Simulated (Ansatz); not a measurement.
C3H4FNO (`N=C(O)C=CF`), relaxed with RKS PBE0-D4/def2-TZVP in the Gaussian-basis code of Ansatz from a PBE-D4/def2-SVP geometry. The force threshold is 0.005 eV/Å; the program also tests the step.

The species carries charge 0 and has multiplicity 1.

Start:

```xyz
10

N     0.068    1.653    0.455
C    -0.612    0.605    0.161
O    -1.971    0.672    0.152
C    -0.159   -0.757   -0.196
C     1.116   -1.170   -0.313
F     2.173   -0.366   -0.110
H     1.077    1.461    0.423
H    -2.167    1.602    0.399
H    -0.940   -1.506   -0.388
H     1.416   -2.195   -0.584
```

```csv
step,energy (eV),largest force (eV/Å),largest move (Å)
1,-9422.8732,1.161,0.000
2,-9422.9270,0.345,0.026
3,-9422.9317,0.062,0.010
4,-9422.9319,0.057,0.006
5,-9422.9322,0.010,0.003
6,-9422.9322,0.005,0.002
```

End:

```xyz
10

N     0.070    1.639    0.449
C    -0.599    0.605    0.160
O    -1.946    0.664    0.154
C    -0.150   -0.747   -0.196
C     1.102   -1.164   -0.310
F     2.159   -0.381   -0.107
H     1.067    1.467    0.419
H    -2.169    1.573    0.396
H    -0.921   -1.481   -0.388
H     1.387   -2.175   -0.577
```

Hardware: 4 threads of an Intel Xeon 6975P-C on a shared host. Wall time 12 s, peak host memory 0.51 GiB.
